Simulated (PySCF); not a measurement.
# Stationary points of [CO2]-

These are results of PBE0 in PySCF with C def2-TZVPD, O def2-TZVPD; no relativity; density-fitted integrals, not measurements.

Relaxations began from a few typed shapes; open shells are unrestricted. The search is not exhaustive: other isomers or separated fragments can lie lower, and high-lying points may rest on an excited occupation.

```json
{"spin": "doublet", "group": "C2v", "bonds": "C–O 1.223 Å (×2)", "angles": "O–C–O 138.4°", "imaginary modes (cm⁻¹)": "none", "ΔE (kJ/mol)": "0.0", "ΔE with ZPE (kJ/mol)": "0.0"}
{"spin": "doublet", "group": "D∞h", "bonds": "C–O 1.162 Å (×2)", "angles": "O–C–O 180.0°", "imaginary modes (cm⁻¹)": "none", "ΔE (kJ/mol)": "22.1", "ΔE with ZPE (kJ/mol)": "26.2"}
```

The lowest minimum found is the doublet C2v: C–O 1.223 Å (×2); O–C–O 138.4°.

For the lowest minimum: the highest occupied level lies above zero, a sign of self-interaction error or too small a basis; response properties are unreliable. The lowest empty level of this anion is unbound, so it and the gap depend on the basis.
